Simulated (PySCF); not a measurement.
Simulated Si 2p region for `[H][Si]([H])([H])[H]`, binding energy against the vacuum level.

Every computed line was given a Gaussian of 1.0 eV full width at half maximum and an area set by the number of equivalent atoms (split 2:1 within a doublet); the highest printed point is 100. Method used: PySCF 2.14.0, delta-SCF UKS SCAN, pcX-2 on the ionised atom, pcseg-1 elsewhere, spin-free X2C.

| binding energy (eV) | intensity |
| --- | --- |
| 105.7 | 0 |
| 105.8 | 0 |
| 105.9 | 1 |
| 106.0 | 2 |
| 106.1 | 3 |
| 106.2 | 6 |
| 106.3 | 10 |
| 106.4 | 16 |
| 106.5 | 24 |
| 106.6 | 34 |
| 106.7 | 46 |
| 106.8 | 59 |
| 106.9 | 72 |
| 107.0 | 83 |
| 107.1 | 92 |
| 107.2 | 98 |
| 107.3 | 100 |
| 107.4 | 98 |
| 107.5 | 94 |
| 107.6 | 87 |
| 107.7 | 79 |
| 107.8 | 69 |
| 107.9 | 59 |
| 108.0 | 49 |
| 108.1 | 40 |
| 108.2 | 31 |
| 108.3 | 23 |
| 108.4 | 16 |
| 108.5 | 11 |
| 108.6 | 7 |
| 108.7 | 4 |
| 108.8 | 3 |
| 108.9 | 1 |
| 109.0 | 1 |
| 109.1 | 0 |
| 109.2 | 0 |

Q: Count the maxima, the lines and the sites behind this envelope.

A: The curve has 1 maximum (at 107.3 eV). Under it lie 2 lines from 1 inequivalent silicon site, drawn as a 2p3/2, 2p1/2 pair. At this width some lines have no maximum of their own.

Q: Decompose the envelope and assign each component. Hydrogens: H2, H3, H4, H5 on Si1.

A: 
```json
{"position (eV)": "107.17", "relative area": "0.67", "line": "Si 2p3/2", "atoms": "Si1", "environment": "silicon bonded to 4 H"}
{"position (eV)": "107.80", "relative area": "0.33", "line": "Si 2p1/2", "atoms": "Si1", "environment": "silicon bonded to 4 H"}
```

Q: What are the centre and the root-mean-square width of the whole band?

A: The area-weighted mean of the lines is 107.38 eV. Their own spread about it is 0.29 eV (rms) and each Gaussian has σ = 1.0/2.355 = 0.42 eV; the variances add, which gives 0.52 eV.

The curve has no shake-up lines and no vibrational structure. 2p3/2 and 2p1/2 are the ΔSCF energy of one spin-free 2p hole plus the eigenvalues of a spin–orbit and ligand-field matrix of the shell. 2p1/2 minus 2p3/2 (ligand field included): Si 0.62 eV. Isolated species at its PBE0-D3(BJ)/def2-SVP geometry, gas phase.

Hardware: an Arm Neoverse V2 with one thread, on a shared host. Cost: 1.4 s.
